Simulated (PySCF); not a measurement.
**State search for LiF**

Unrestricted PBE0; PySCF, no relativity, basis sets Li pcseg-2, F pcseg-2. Outer shells of the fragments: Li 2s1; F 2s2 2p5.

Followed along the bond (rough minima from three points):

| 2Ms+1 | unpaired | ⟨S²⟩ at the start | R at minimum (Å) | Te (eV) |
| --- | --- | --- | --- | --- |
| 1 | none | 0.00 | 1.57 | 0.00 |
| 3 | σ ↑, π ↑ | 2.00 | none in the scan | ≤ 5.76 |

Solutions found at the starting distance of 1.900 Å, counted from the lowest of them; the search is not exhaustive and high or unbound solutions are not listed, so other states can lie among these:

| 2Ms+1 | unpaired | term | E (eV) | ⟨S²⟩ | ⟨Lz²⟩ | μ (D) |
| --- | --- | --- | --- | --- | --- | --- |
| 1 | none | ¹Σ⁺ | 0.00 | 0.00 | 0.00 | -7.65 |
| 3 | σ ↑, π ↑ | ³Π | 5.31 | 2.00 | 1.00 | 2.55 |
| 1 | σ ↑, π ↓ | mixed | 5.34 | 1.00 | 1.00 | 2.73 |
| 3 | σ ↑↑ | ³Σ⁺ | 5.70 | 2.00 | 0.00 | 2.65 |
| 3 | π ↑↑ | mixed | 6.72 | 2.00 | 2.00 | 0.53 |
| 3 | π ↑↑ | mixed | 6.81 | 2.00 | 2.00 | 0.60 |
| 3 | σ ↑, π ↑ | ³Π | 7.20 | 2.00 | 1.00 | 0.58 |

A term symbol is given only where ⟨S²⟩ and ⟨Lz²⟩ are close to those of a pure state; real π, δ and φ orbitals otherwise mix terms. A positive dipole means Li(−)F(+).

Counting both spins, an empty level lies below a filled one in some of these solutions, because spin and occupation are held.
